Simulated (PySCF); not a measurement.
C2H3B.
SMILES: `BC#C`

Method used: PBE0-D3(BJ)/def2-SVP geometry optimisation, gas phase (PySCF 2.14.0).

Take the most abundant isotopes and a rigid rotor. 

Task: Give the principal moments of inertia and the rotational constants in cm⁻¹.

Result: Ia = 2.20, Ib = 56.84, Ic = 59.05 u·Å²; 505379 MHz·u·Å²/I gives 229466, 8891 and 8559 MHz, that is A = 7.65416, B = 0.29656, C = 0.28550 cm⁻¹.

Task: Classify the top.

Result: A near-prolate asymmetric top; Ray's κ = -0.997.

Task: What does the inertial defect say?

Result: Planar: Δ = Ic − Ia − Ib = 0.00 u·Å². For a rigid frame Δ = −2 Σ m c², so it vanishes when all atoms lie in the ab plane; here none is more than 0.01 Å from it.

Task: Give the coordinates in the principal-axis frame, origin at the centre of mass.

Result: The sense of each axis is arbitrary; atoms in the order of the calculation.
| atom | mass (u) | a (Å) | b (Å) | c (Å) |
| --- | --- | --- | --- | --- |
| B1 | 11.009 | -1.406 | 0.001 | 0.000 |
| C2 | 12.000 | 0.102 | -0.002 | 0.000 |
| C3 | 12.000 | 1.323 | 0.001 | 0.000 |
| H4 | 1.008 | -2.008 | 1.047 | -0.001 |
| H5 | 1.008 | -2.010 | -1.044 | -0.001 |
| H6 | 1.008 | 2.399 | 0.000 | -0.001 |

Task: Where do the levels up to J = 4 lie, in MHz?

Result: Above 0(0,0):
J = 1: 1(0,1) 17450, 1(1,1) 238025, 1(1,0) 238357
J = 2: 2(0,2) 52349, 2(1,2) 272593, 2(1,1) 273588, 2(2,1) 935313, 2(2,0) 935314
J = 3: 3(0,3) 104698, 3(1,3) 324445, 3(1,2) 326435, 3(2,2) 987663, 3(2,1) 987665, 3(3,1) 2091368, 3(3,0) 2091368
J = 4: 4(0,4) 174494, 4(1,4) 393581, 4(1,3) 396897, 4(2,3) 1057462, 4(2,2) 1057468, 4(3,2) 2161168, 4(3,1) 2161168, 4(4,1) 3706354, 4(4,0) 3706354
Those of J = 1 are B + C, A + C and A + B.

Task: Predict some low-J microwave lines.

Result: The dipole components are |μa| = 1.05 D, |μb| = 0.00 D, |μc| = 0.00 D; the symmetry axis of this C2v structure is a, so μb and μc vanish by symmetry and there are no b-type or c-type lines. Some lines, for components of 0.1 D or more:

```tsv
type	branch	J(Ka,Kc)	MHz	lower level (cm⁻¹)
a	Q	1(1,0) ← 1(1,1)	332	7.940
a	Q	2(1,1) ← 2(1,2)	995	9.093
a	R	1(0,1) ← 0(0,0)	17450	0.000
a	R	2(1,2) ← 1(1,1)	34568	7.940
a	R	2(0,2) ← 1(0,1)	34899	0.582
a	R	2(1,1) ← 1(1,0)	35231	7.951
```

Task: Estimate the classical rotational partition function at 100 K.

Result: Point group C2v, symmetry number σ = 2; q = (√π/σ)·√((kT/h)³/(ABC)), k/h = 20836.6 MHz/K: 638 at 100 K.

PBE0-D3(BJ)/def2-SVP frequencies: not computed here. Zero-point vibration and centrifugal distortion are left out. Quadrupole hyperfine structure (11B) is left out.
